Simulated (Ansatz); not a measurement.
**CHAl+ (quartet): from Hartree-Fock to the top rungs, def2-TZVPP**

One table from this session's results is given with a row withheld; the runs are named, their logs left out.

The runs use Ansatz 0.2.0, Gaussian basis; def2-TZVPP, core rule «outside noble gas», up to 6 orbitals frozen.

The runs, in order: UHF; ROHF; CCSD(T) on UHF.

2 further runs of the same task are left out: 2 set aside as unsound or not needed.

**The geometry**

The geometry is a PBE0/def2-TZVP stationary point (not a proven minimum) of the parent state, kept for this charge and spin.

3 atoms, charge 1, spin multiplicity 4.

Atoms are counted from 1 here; the program's logs count them from 0.

Bond lengths: Al1–C2 1.916 Å, Al1–H3 1.601 Å. Angles: C2–Al1–H3 180.0°.

Set-up of the first run:

Input file in.yaml:

```yaml
crystal:
  periodic: [false, false, false]
  atoms:
    - {symbol: Al, position_ang: [0.000000, 0.000000, 0.105100]}
    - {symbol: C, position_ang: [0.000000, 0.000000, -1.811100]}
    - {symbol: H, position_ang: [0.000000, 0.000000, 1.706000]}
basis:
  gaussian: {orbitals: def2-TZVPP}
total_charge: 1
magnetization: {spin_polarized: true, initial_magnetization: 3}
hamiltonian: {xc: hf}
output: {orbitals: {seedname: orbitals}}
```

Command:

```bash
$ ansatz run in.yaml --threads 1 --pin off --events-out ev --progress --plain --max-ram 4096MiB --backend cpu
```

Among the steps run: UHF; ROHF; CCSD(T) on UHF.

One table of the session follows, with a row left open; its other results are not shown here.

```
  method  from UCCSD(T) (kcal/mol)
    ROHF                         ?
     UHF                    +93.92
    UMP2                    +19.38
   UCCSD                     +2.99
UCCSD(T)                         0
```

Q: Estimate the row for ROHF from the others.

The run gave: from UCCSD(T) (kcal/mol): +94.81. In the column «from UCCSD(T) (kcal/mol)» it is the highest.
